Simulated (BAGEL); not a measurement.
# SiH3Cl (SiClH3): B3LYP/6-31G(d) (density fitting with qzvpp-jkfit, spherical functions)

Aim: the energy change on altering one bond length of SiH3Cl (SiClH3) at B3LYP/6-31G* (density fitting with qzvpp-jkfit, spherical functions), from 2 runs. 

The calculation is run with BAGEL 1.2.2.

1 further run of the same task is left out (it didn't finish).

### 1 The system as given

SiH3Cl has 5 atoms, charge 0, and is taken as a singlet. As SMILES, `[H][Si]([H])([H])Cl`. Geometry: relaxed at GFN2-xTB.

Bond lengths: Si1–Cl2 2.010 Å, Si1–H3 1.458 Å, Si1–H4 1.458 Å, Si1–H5 1.458 Å. Angles: Cl2–Si1–H3 108.3°, Cl2–Si1–H4 108.2°, Cl2–Si1–H5 108.0°, H3–Si1–H4 110.8°, H3–Si1–H5 110.8°, H4–Si1–H5 110.7°.

### 2 A single-point energy at B3LYP/6-31G(d) (density fitting with qzvpp-jkfit, spherical functions)

input.json reads:

```json
{ "bagel": [

{
  "title": "molecule",
  "basis": "6-31gs.json",
  "df_basis": "qzvpp-jkfit",
  "angstrom": true,
  "geometry": [
    { "atom": "Si", "xyz": [    0.000290,    0.001940,   -0.129410 ] },
    { "atom": "Cl", "xyz": [    0.010690,   -0.020840,    1.880630 ] },
    { "atom": "H", "xyz": [    1.382330,    0.011210,   -0.594910 ] },
    { "atom": "H", "xyz": [   -0.700750,    1.203700,   -0.566480 ] },
    { "atom": "H", "xyz": [   -0.692550,   -1.196020,   -0.589840 ] }
  ]
},
{ "title": "ks", "xc_func": "b3lyp", "charge": 0 },
{ "title": "print", "file": "orbitals.molden", "orbitals": true }

]}
```

The basis set 6-31G* is read from a file made from the Basis Set Exchange's data (not shown).

On the command line:

```
BAGEL_NUM_THREADS=1 BAGEL input.json > input.out
```

Output:

```text
* using 1 threads per process

  ===============================================================
  ===============================================================

  *** Geometry ***

  { "atom" : "Si", "xyz" : [      0.000548,      0.003666,     -0.244549 ] },
  { "atom" : "Cl", "xyz" : [      0.020201,     -0.039382,      3.553876 ] },
  { "atom" : "H", "xyz" : [      2.612225,      0.021184,     -1.124217 ] },
  { "atom" : "H", "xyz" : [     -1.324226,      2.274663,     -1.070492 ] },
  { "atom" : "H", "xyz" : [     -1.308730,     -2.260150,     -1.114636 ] },

  Number of auxiliary basis functions:      310

  Since a DF basis is specified, we compute 2- and 3-index integrals:
    o Being stored without compression. Storage requirement is 0.004 GB

  Number of basis functions:       42
  Number of electrons      :       34

    * METHOD: MOLECULE                             0.06

  *** Kohn-Sham DFT ***

    * Removing 7112 points whose weight is below 1.00e-10
    * Grid points: 67418

  === Nuclear Repulsion ===
    88.0988482975

       - DIIS with orbital gradients will be used.

  === KS iteration (b3lyp / 6-31gs.json) ===
      0       -732.33166602          0.13480437           0.09
      1       -731.99860007          0.12892821           0.08
      2       -729.07720637          0.11795549           0.08
      3       -750.42935175          0.06046387           0.08
      4       -751.50186161          0.01092340           0.08
      5       -751.52098300          0.00393858           0.08
      6       -751.52299748          0.00163779           0.08
      7       -751.52361952          0.00049283           0.08
      8       -751.52369166          0.00004953           0.08
      9       -751.52369245          0.00001355           0.08
     10       -751.52369252          0.00000077           0.08
     11       -751.52369252          0.00000012           0.08
     12       -751.52369252          0.00000002           0.08
     13       -751.52369252          0.00000000           0.08
    * SCF iteration converged.

    * Permanent dipole moment:
           (    0.001231,    -0.007939,     0.614518) a.u.

    * METHOD: KS                                   1.27

    * METHOD: PRINT                                0.00

  ===============================================================
```

Run time: 1.5 s. Hardware: 1 thread of Arm Neoverse V2, shared host; peak memory 0.17 GiB.

### 3 The distorted shape

input.json reads:

```json
{ "bagel": [

{
  "title": "molecule",
  "basis": "6-31gs.json",
  "df_basis": "qzvpp-jkfit",
  "angstrom": true,
  "geometry": [
    { "atom": "Si", "xyz": [    0.104197,    0.181602,   -0.060358 ] },
    { "atom": "Cl", "xyz": [    0.114597,    0.158822,    1.949682 ] },
    { "atom": "H", "xyz": [    1.486237,    0.190872,   -0.525858 ] },
    { "atom": "H", "xyz": [   -0.596843,    1.383362,   -0.497428 ] },
    { "atom": "H", "xyz": [   -0.692550,   -1.196020,   -0.589840 ] }
  ]
},
{
  "title": "ks",
  "xc_func": "b3lyp"
},
{
  "title": "print",
  "file": "orbitals.molden",
  "orbitals": true
}

]}
```

The basis set 6-31G* is read from a file made from the Basis Set Exchange's data (not shown).

On the command line:

```
BAGEL_NUM_THREADS=1 BAGEL input.json > input.out
```

Output:

```text
* using 1 threads per process

  ===============================================================
  ===============================================================

  *** Geometry ***

  { "atom" : "Si", "xyz" : [      0.196904,      0.343178,     -0.114060 ] },
  { "atom" : "Cl", "xyz" : [      0.216557,      0.300130,      3.684365 ] },
  { "atom" : "H", "xyz" : [      2.808581,      0.360696,     -0.993728 ] },
  { "atom" : "H", "xyz" : [     -1.127870,      2.614175,     -0.940003 ] },
  { "atom" : "H", "xyz" : [     -1.308730,     -2.260150,     -1.114636 ] },

  Number of auxiliary basis functions:      310

  Since a DF basis is specified, we compute 2- and 3-index integrals:
    o Being stored without compression. Storage requirement is 0.004 GB

  Number of basis functions:       42
  Number of electrons      :       34

    * METHOD: MOLECULE                             0.06

  *** Kohn-Sham DFT ***

    * Removing 6934 points whose weight is below 1.00e-10
    * Grid points: 67596

  === Nuclear Repulsion ===
    87.2297128886

       - DIIS with orbital gradients will be used.

  === KS iteration (b3lyp / 6-31gs.json) ===
      0       -732.44076240          0.13406922           0.09
      1       -732.18681501          0.12737110           0.08
      2       -729.24388394          0.11715931           0.08
      3       -750.47448638          0.05904873           0.08
      4       -751.48592190          0.01183477           0.08
      5       -751.51155350          0.00377629           0.08
      6       -751.51196889          0.00276572           0.08
      7       -751.51387436          0.00097448           0.08
      8       -751.51415770          0.00012057           0.08
      9       -751.51416179          0.00003628           0.08
     10       -751.51416213          0.00000296           0.08
     11       -751.51416213          0.00000089           0.08
     12       -751.51416213          0.00000022           0.08
     13       -751.51416213          0.00000009           0.08
     14       -751.51416213          0.00000001           0.08
    * SCF iteration converged.

    * Permanent dipole moment:
           (   -0.063987,    -0.120364,     0.548233) a.u.

    * METHOD: KS                                   1.34

    * METHOD: PRINT                                0.00

  ===============================================================
```

Wall time 1.5 s (1 thread of Arm Neoverse V2, shared host); peak memory 0.18 GiB.

### 4 Summary of results

Level: B3LYP/6-31G* (density fitting with qzvpp-jkfit, spherical functions).

| quantity | value |
| --- | --- |
| first shape: total energy | -751.52369 Eh |
| first shape: dipole moment | 1.56 D |
| first shape: HOMO energy | -8.68 eV |
| first shape: LUMO energy | -0.07 eV |
| first shape: HOMO–LUMO gap | 8.60 eV |
| distorted shape: total energy | -751.51416 Eh |
| distorted shape: dipole moment | 1.44 D |
| distorted shape: HOMO energy | -8.56 eV |
| distorted shape: LUMO energy | -0.11 eV |
| distorted shape: HOMO–LUMO gap | 8.45 eV |
| energy change with the Si1–H5 bond stretched from 1.458 to 1.677 Å | 0.259 eV |

What this shows: With the Si1–H5 bond stretched from 1.458 to 1.677 Å the energy rises by 0.26 eV (6.0 kcal/mol). The first shape isn't relaxed at this level, so the change isn't measured from a minimum.
